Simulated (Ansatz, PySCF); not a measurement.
This Ansatz (a program for electronic structure) input computes a SVWN5/def2-TZVPD energy:

Ansatz 0.2 input:
```yaml
crystal:
  periodic: [false, false, false]
  atoms:
    - {symbol: C, position_ang: [0.00940108, 0.00315426, 0.10262029]}
    - {symbol: H, position_ang: [-0.01915108, 0.98625848, -0.33929582]}
    - {symbol: H, position_ang: [-0.03725541, -1.00518403, -0.27642595]}
basis:
  gaussian:
    orbitals: def2-TZVPD
hamiltonian:
  xc: {name: SVWN5}
magnetization: {spin_polarized: true, initial_magnetization: 2}
output: {forces: true}
```

Write an input for the same energy in PySCF and say what it gives.


```python
from pyscf import gto, scf, dft

mol = gto.M(
    atom='''
    C     0.00940108    0.00315426    0.10262029
    H    -0.01915108    0.98625848   -0.33929582
    H    -0.03725541   -1.00518403   -0.27642595
    ''',
    basis='def2-tzvpd',
    charge=0,
    spin=2,
    verbose=4,
)

mf = dft.UKS(mol, xc='svwn').density_fit(auxbasis='def2-universal-jkfit')
mf.grids.level = 3
mf.conv_tol = 1e-9
mf.max_cycle = 100
mf.max_memory = 1500
mf.kernel()
if not mf.converged:
    mf = mf.newton()
    mf.kernel(mf.make_rdm1())
for _ in range(2):
    mo, _, stable, _ = mf.stability(return_status=True)
    if stable:
        break
    mf.kernel(mf.make_rdm1(mo, mf.mo_occ))
mf.analyze()
```
It gives -38.76268 Eh, and Ansatz -38.76265 Eh, a difference of 0.03 mEh, from the treatment of integrals and grids.
